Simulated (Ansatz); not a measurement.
```yaml
crystal:
  periodic: [false, false, false]
  atoms:
    - {symbol: Si, position_ang: [-0.374781, 0.605408, -0.408206]}
    - {symbol: B, position_ang: [0.314796, -0.187088, 0.362664]}
    - {symbol: S, position_ang: [0.255169, -1.212217, 0.300679]}
    - {symbol: H, position_ang: [-0.915505, 0.035125, -0.929110]}
    - {symbol: H, position_ang: [0.167295, 1.025172, -1.087854]}
    - {symbol: H, position_ang: [-0.877276, 1.246275, 0.087144]}
    - {symbol: H, position_ang: [0.914190, 0.127756, 0.768714]}
    - {symbol: H, position_ang: [0.889448, -1.436892, 0.811843]}
basis:
  gaussian: {orbitals: def2-SVP}
hamiltonian: {xc: {name: r2SCANh}, dispersion: d4}
output: {forces: true}
```

```sh
$ ansatz run in.yaml --threads 2 --pin off --events-out ev --progress --plain --max-ram 4352MiB
```

It prints (some lines left out):

```
Functional definition: r2SCANh
723 factors; integrals over basis functions are off by at most 4.0e-4 eV
mean field evaluation 1: about -19375.8812 eV, gradient 7.6e1 eV
mean field evaluation 2: about -19364.4965 eV, gradient 1.0e2 eV
mean field evaluation 4: about -19390.9068 eV, gradient 2.2e0 eV
mean field evaluation 8: about -19390.9686 eV, gradient 1.2e-1 eV
mean field evaluation 16: about -19390.9686 eV, gradient 1.2e-5 eV
mean field -19390.96862005 eV, -712.6049531161 hartree, gradient 1.2e-5 eV, S^2 0.000000; 0 other end points of the search recorded, 0 dependent functions left out
reference -19390.96862775 eV, -712.6049533991 hartree; 20, 20 occupied and 55, 55 virtual orbitals, 723 factors
Total energy: -19391.00895633 eV, -712.6064354473 hartree
Atom 0 at    -0.374781     0.605408    -0.408206 Å, force    -2.063864    11.672154    -0.257590 eV/Å
Atom 1 at     0.314796    -0.187088     0.362664 Å, force     9.450663    90.854522    17.394458 eV/Å
Atom 2 at     0.255169    -1.212217     0.300679 Å, force   -48.539810  -113.371522   -39.837610 eV/Å
Atom 3 at    -0.915505     0.035125    -0.929110 Å, force   -23.156990   -22.150642   -21.460948 eV/Å
Atom 4 at     0.167295     1.025172    -1.087854 Å, force    19.500640    15.430575   -23.852548 eV/Å
Atom 5 at    -0.877276     1.246275     0.087144 Å, force   -19.552352    24.860620    18.268472 eV/Å
Atom 6 at     0.914190     0.127756     0.768714 Å, force    20.464121    12.653841    14.460404 eV/Å
Atom 7 at     0.889448    -1.436892     0.811843 Å, force    43.897591   -19.949548    35.285362 eV/Å
Dipole moment:     0.304786    -0.176044     0.291354 e Å
```

(1) Something in this input is off. What?

Answers

(1) The geometry is squeezed to about two thirds of its size. The calculation finished and met its thresholds. The result belongs to that input, not to the molecule as meant.
